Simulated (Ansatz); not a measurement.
# Multireference treatment of C3H4, singlet

Computed with Ansatz's Gaussian-basis code (development build). Basis cc-pVDZ, nonrelativistic, 3 orbitals frozen in the corrections. State-specific CASSCF; RHF is the lowest restricted (open-shell) Hartree–Fock solution met. Solutions may break the symmetry of the shape. Lower solutions, or ones in other orbitals, may exist.

Geometry. A bond is stretched, to 1.29 times the sum of the covalent radii.

```xyz
7

C     0.0000    0.0000    0.2004
C     0.0000    0.0000    1.4186
C     0.0000    0.0000   -1.2610
H     0.0000    0.0000    2.8041
H     0.0000    1.0211   -1.6507
H     0.8843   -0.5106   -1.6507
H    -0.8843   -0.5106   -1.6507
```

(1) What do CASSCF and its corrections give against RHF in CAS(2,2), and what are the occupations?

(2) Roughly how much CPU time does a whole run from the default start take (median of such runs, summed over threads; nearly all runs on one pinned thread of a shared server, mostly Xeon at 2.3 to 2.6 GHz, by a development driver)?

Answers

(1) CASSCF -0.633 eV, SC-NEVPT2 -11.018 eV; occupations 1.94, 0.06.

(2) CAS(2,2): about 6 s. Other jobs ran beside these, and the count of passes differs.
